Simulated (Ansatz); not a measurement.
Results of LDA (Ansatz, a first-principles code, PAW) for hcp Mg.

Numerical settings: plane-wave cutoff 500 eV, 30×30×14 k mesh (along the axes of the cell as run), Fermi–Dirac smearing 0.1 eV, scalar-relativistic PAW data made under PBE.

Computed at the level's own relaxed cell.

Problem. Give the computed volume per atom, lattice constant a and c axis length.

Solution. 
volume per atom: 21.63 Å³/atom
lattice constant a: 3.133 Å
c axis length: 5.089 Å

Measured, for comparison: lattice constant a 3.209 Å, lattice parameter c 5.210 Å (293 K, no zero-point or thermal correction; as tabulated in Wikipedia's data pages). Computed (rounded) less measured: lattice constant a -2.4 %, lattice parameter c -2.3 %.

The computed numbers hold no vibrational or temperature effects.
